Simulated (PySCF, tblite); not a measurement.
**C₅H₆F radical: geometry, infrared bands and EPR parameters**

What infrared bands and EPR parameters should C₅H₆F radical (`F/C=C1/[CH]CC1`) show?

The runs use tblite 0.8.0 and PySCF 2.14.0, with density-fitted response routines of our own; the level of theory stands in each step. All values are computed, except where a source is named. Atoms count from 0, in the outputs and in this text.

**1. The starting structure**

12 atoms, charge 0, multiplicity 2; geometry from: force field or distance geometry start.

Bonds of the start (Å): F0–C1 1.36, C1–C2 1.31, C2–C3 1.51, C3–C4 1.46, C4–C5 1.55, C5–C2 1.52, C1–H6 1.08, C3–H7 1.07, C4–H8 1.09, C4–H9 1.10, C5–H10 1.10, C5–H11 1.10.

**2. Relaxing the molecule with GFN2-xTB**

What the job is given:

```
{"job": {"kind": "relax", "xc": "GFN2-xTB", "basis": "xTB"}, "charge": 0, "multiplicity": 2}
F      2.712700    -0.922200    -0.176900
C      1.938300     0.193000    -0.225900
C      0.635500     0.135400    -0.075800
C     -0.484200     1.155200    -0.082400
C     -1.475400     0.112000     0.141300
C     -0.374900    -0.975400     0.134900
H      2.535400     1.082900    -0.372700
H     -0.518200     2.220700    -0.177600
H     -2.015300     0.206300     1.079100
H     -2.200900     0.023500    -0.679600
H     -0.463500    -1.707600    -0.675600
H     -0.288300    -1.524500     1.085200
```

On the command line:

```console
> OMP_NUM_THREADS=1 python probes_run.py task.json out
```

This one command runs all jobs of the session in turn.

Log:

```text
step      E/eV     max force
  0    -500.17054    4.349
  1    -500.42122    1.547
  2    -500.45937    0.668
  3    -500.47129    0.356
  4    -500.48289    0.248
  5    -500.48720    0.254
  6    -500.49064    0.192
  7    -500.49311    0.134
  8    -500.49437    0.094
  9    -500.49494    0.063
 10    -500.49527    0.046
 11    -500.49550    0.042
 12    -500.49562    0.029
 13    -500.49567    0.016
 14    -500.49569    0.010
 15    -500.49570    0.006
```

Wall time 0.07 s (1 thread of Arm Neoverse V1, shared host).

The steps of the relaxation:

```
step  energy from step 0 (eV)  largest force (eV/Å)
   0                   0.0000                4.3490
   1                  -0.2507                1.5474
   2                  -0.2888                0.6675
   3                  -0.3007                0.3557
   4                  -0.3123                0.2480
   5                  -0.3167                0.2535
   6                  -0.3201                0.1921
   7                  -0.3226                0.1343
   8                  -0.3238                0.0942
   9                  -0.3244                0.0627
  10                  -0.3247                0.0458
  11                  -0.3250                0.0422
  12                  -0.3251                0.0286
  13                  -0.3251                0.0165
  14                  -0.3252                0.0103
  15                  -0.3252                0.0062
```

Close pairs (by a distance rule), those that changed most:

```
  bond  before (Å)  after (Å)  change (Å)
 C2–C3       1.515      1.387      -0.128
 C1–C2       1.313      1.359      +0.047
 C3–C4       1.456      1.492      +0.036
C5–H11       1.101      1.088      -0.013
 F0–C1       1.359      1.346      -0.012
C5–H10       1.096      1.088      -0.008
 C4–H9       1.099      1.091      -0.008
 C4–H8       1.086      1.091      +0.005
```

The final coordinates are the input of the step that follows.

**3. Vibrational analysis with GFN2-xTB**

What the job is given:

```
{"job": {"kind": "ir", "xc": "GFN2-xTB", "basis": "xTB"}, "charge": 0, "multiplicity": 2}
F      2.676234    -0.917407    -0.176083
C      1.938951     0.208232    -0.220863
C      0.587635     0.165591    -0.079769
C     -0.425230     1.113093    -0.076159
C     -1.502150     0.102720     0.139809
C     -0.387495    -0.970328     0.138031
H      2.532073     1.095040    -0.375147
H     -0.444905     2.179866    -0.184274
H     -2.049090     0.198603     1.079359
H     -2.229460     0.015319    -0.669161
H     -0.437018    -1.687152    -0.678562
H     -0.258346    -1.504264     1.076793
```

Log:

```text
mode    cm-1     km/mol
  1     151.7      0.08
  2     173.6      2.87
  3     251.3      4.67
  4     409.8      3.83
  5     500.9      6.62
  6     586.3     13.26
  7     630.0     19.72
  8     718.3      1.88
  9     782.9      1.50
 10     939.0     13.48
 11     979.2      0.00
 12    1000.2      8.34
 13    1025.4     17.48
 14    1042.8      0.03
 15    1116.9    131.29
 16    1126.9      0.25
 17    1171.4     22.64
 18    1209.0      0.65
 19    1227.9     20.12
 20    1268.1     26.65
 21    1362.9      4.22
 22    1439.6      8.18
 23    1457.8      8.34
 24    1562.3     55.29
 25    2945.5     20.56
 26    2973.6     42.31
 27    3012.4     32.03
 28    3021.9     28.36
 29    3096.0     21.29
 30    3142.6     44.49
```

It took 0.24 s on 1 thread of Arm Neoverse V1, shared host.

The strongest bands and the atoms that carry them (share of the mass-weighted mode):

```
cm⁻¹  km/mol                               atoms
1117   131.3           C1 30 %, H6 27 %, F0 27 %
1171    22.6  H7 22 %, C3 21 %, C4 12 %, H8 10 %
1268    26.6  H6 26 %, C2 13 %, C5 13 %, C1 10 %
1562    55.3                    C2 59 %, C1 30 %
2974    42.3                    H9 48 %, H8 48 %
3012    32.0                  H10 46 %, H11 43 %
3022    28.4                  H11 49 %, H10 46 %
3143    44.5                             H7 92 %
```

**4. EPR parameters: B3LYP/pcH-1**

Settings changed since step 3:

```diff
@@ -1,2 +1,2 @@
-{"job": {"kind": "ir", "xc": "GFN2-xTB", "basis": "xTB"}, "charge": 0, "multiplicity": 2}
+{"job": {"kind": "epr", "basis": "pcH-1"}, "charge": 0, "multiplicity": 2}
 F      2.676234    -0.917407    -0.176083
```

Level: UKS B3LYP, pcH-1 on C F H, non-relativistic, mean-field spin-orbit, GIAO.

Log:

```text
UKS, coarse grid
  cycle   1  E = -293.84518251  |g| = 3.76e-01
  cycle   2  E = -293.77896754  |g| = 5.63e-01
  cycle   3  E = -293.90169816  |g| = 6.93e-02
  cycle   4  E = -293.90360937  |g| = 4.26e-02
  cycle   5  E = -293.90456433  |g| = 1.18e-02
  cycle   6  E = -293.90465810  |g| = 5.71e-03
  cycle   7  E = -293.90468716  |g| = 2.28e-03
  cycle   8  E = -293.90469126  |g| = 1.37e-03
  cycle   9  E = -293.90469205  |g| = 2.09e-04
UKS, final grid
  cycle   1  E = -293.90472736  |g| = 3.04e-04
  cycle   2  E = -293.90472731  |g| = 4.81e-04
  cycle   3  E = -293.90472740  |g| = 3.89e-05
  cycle   4  E = -293.90472740  |g| = 1.49e-05
E = -293.90472740 Eh   <S^2> = 0.7759 (exact 0.7500)
g shifts (ppm)      1          2          3
  rmc          -177       -177       -177
  gc             -2         38         36
  oz_so         -40       1414       2057
  total        -219       1274       1916
hyperfine (MHz)  atom isotope    a_iso     a_fc   dipolar eigenvalues
    0   19F      95.90      95.90   -183.60   -153.76    337.36
    1   13C      59.09      59.09    -52.59    -52.04    104.62
    2   13C     -50.78     -50.78    -28.54     10.12     18.42
    3   13C      61.20      61.20    -53.04    -51.00    104.04
    4   13C     -24.24     -24.24     -1.79      0.64      1.16
    5   13C       7.69       7.69     -1.23     -0.11      1.35
    6    1H     -42.72     -42.72    -21.99     -2.05     24.04
    7    1H     -41.04     -41.04    -23.43     -0.96     24.39
    8    1H      76.64      76.64     -3.05     -2.49      5.54
    9    1H      76.49      76.49     -3.05     -2.49      5.54
   10    1H     -16.79     -16.79     -2.21     -0.40      2.61
   11    1H     -16.78     -16.78     -2.21     -0.40      2.61
```

It took 33 s on 1 thread of Arm Neoverse V1, shared host; peak memory 0.74 GiB.

Principal g values 2.00210, 2.00359, 2.00424; g(iso) = 2.00331, against 2.00232 for a free electron.

Hyperfine couplings; where a row names several nuclei, a(iso) is their mean (it holds for fast rotation or exchange) and the dipolar term the largest among them:

```
  nuclei  isotope  a(iso) (MHz)  a(iso) (G, at g = 2.0023)  largest dipolar term (MHz)
      F0      19F          95.9                       34.2                       337.4
  H8, H9       1H          76.6                       27.3                         5.5
      C3      13C          61.2                       21.8                       104.0
      C1      13C          59.1                       21.1                       104.6
      C2      13C         -50.8                      -18.1                       -28.5
      H6       1H         -42.7                      -15.2                        24.0
      H7       1H         -41.0                      -14.6                        24.4
      C4      13C         -24.2                       -8.6                        -1.8
H10, H11       1H         -16.8                       -6.0                         2.6
      C5      13C           7.7                        2.7                         1.3
```

Mulliken spin populations:

```
atom  value (e)
  F0       0.05
  C1       0.59
  C2      -0.25
  C3       0.66
  C4      -0.06
  C5       0.02
  H6      -0.03
  H7      -0.03
  H8       0.03
  H9       0.03
 H10      -0.01
 H11      -0.01
```

In first order the couplings over 0.8 MHz of 19F, 1H give 72 distinct lines over 130.7 G, if the averaged nuclei exchange fast; the same motion can average rows kept apart here too.

Orbitals, density, ELF and potential are computed afterwards from the orbital file.

ELF in a plane through or near 8 of the atoms.

Ten even steps from '0' (0.00) to '9' (1.00):
```
0000000000000000000000000000
0000000000000000000000000000
0000000000000000000000000000
0000000000001688510000000000
0000000000006999960000000000
0000015520006999960000000000
0000699992003799730000000000
0001899994014411662100000000
0000379994557954984431000000
0000004513959453622652000000
0000345753764976953541000000
0002687572137832885210000000
0001577784003422441000000000
0000246773001466420000000000
0000001110000122100000000000
0000000000000000000000000000
0000000000000000000000000000
0000000000000000000000000000
0000000000000000000000000000
0000000000000000000000000000
```
The map spans 10.5 Å across and 9.6 Å up, centred on the molecule. Atoms in the plane (x, y in Å): F0 (-2.7, -1.0), C1 (-2.0, 0.2), C2 (-0.6, 0.2), C3 (0.4, 1.1), C4 (1.5, 0.1), C5 (0.4, -1.0), H6 (-2.6, 1.0), H7 (0.4, 2.2).

log10 of the density (e/Å³) in the same plane.

Values, 10 rows by 14 columns:
```
-4.0 -4.0 -4.0 -4.0 -4.0 -4.0 -4.0 -4.0 -4.0 -4.0 -4.0 -4.0 -4.0 -4.0
-4.0 -4.0 -4.0 -4.0 -4.0 -3.8 -3.1 -2.7 -2.9 -3.5 -4.0 -4.0 -4.0 -4.0
-4.0 -4.0 -3.5 -3.0 -2.9 -2.6 -1.6 -0.8 -1.2 -2.3 -3.3 -4.0 -4.0 -4.0
-4.0 -3.5 -2.1 -1.1 -1.0 -1.7 -0.8  0.2 -0.3 -1.4 -2.1 -2.9 -3.9 -4.0
-4.0 -3.2 -1.6 -0.2  0.3 -0.1  0.2  0.3  0.2 -0.1 -0.7 -2.0 -3.1 -4.0
-4.0 -3.0 -1.1  0.0  0.2  0.1  0.3  0.1  0.2  0.1 -0.6 -1.9 -3.0 -4.0
-4.0 -2.9 -0.8  0.7  0.4 -1.3 -0.7  0.2 -0.1 -1.1 -1.9 -2.8 -3.8 -4.0
-4.0 -4.0 -2.3 -1.5 -1.6 -2.4 -1.7 -1.1 -1.3 -2.1 -3.0 -4.0 -4.0 -4.0
-4.0 -4.0 -4.0 -4.0 -4.0 -3.8 -3.0 -2.7 -2.8 -3.4 -4.0 -4.0 -4.0 -4.0
-4.0 -4.0 -4.0 -4.0 -4.0 -4.0 -4.0 -4.0 -4.0 -4.0 -4.0 -4.0 -4.0 -4.0
```
The map spans 10.5 Å across and 9.6 Å up, centred on the molecule. Atoms in the plane (x, y in Å): F0 (-2.7, -1.0), C1 (-2.0, 0.2), C2 (-0.6, 0.2), C3 (0.4, 1.1), C4 (1.5, 0.1), C5 (0.4, -1.0), H6 (-2.6, 1.0), H7 (0.4, 2.2).

On the surface of density 0.002 e/bohr³ the electrostatic potential runs, from the 1st to the 99th percentile, from -0.83 V near F0 to 1.07 V near H6.

The spin density lies nearest to C1, C3 about 33 % each; C2 10 % (beta excess); F0 6 %.

**5. What came out**

| quantity | value |
| --- | --- |
| strongest single infrared mode (GFN2-xTB) | 1117 cm⁻¹, 131 km/mol |
| zero-point energy (GFN2-xTB) | 57.6 kcal/mol |
| g(iso) (B3LYP) | 2.00331 |
| ⟨S²⟩ | 0.776 (exact 0.75) |
| largest a(iso) (averaged by class) | 19F on F0, 95.9 MHz |
| potential on the surface of density 0.002 e/bohr³, 1st and 99th percentile | -0.83 V and 1.07 V |

In words: The optimisation took 15 steps and gained 0.325 eV; among the close pairs (by a distance rule), C2–C3 changed most, from 1.515 to 1.387 Å. All 30 modes are real, so the xTB geometry is a minimum. The strongest single mode, at 1117 cm⁻¹, has its largest shares on C1, H6 and F0 (the list is cut at 3 atoms). Unscaled tight-binding wavenumbers are off by several per cent, some by more. Its intensities can rank the bands wrongly. The largest spin populations lie on C3 (0.66 e), C1 (0.59 e). The isotropic g lies 1.0 ppt above the free-electron value. The conformer search found further structures of the same energy, which may be mirror or relabelled copies of this one.
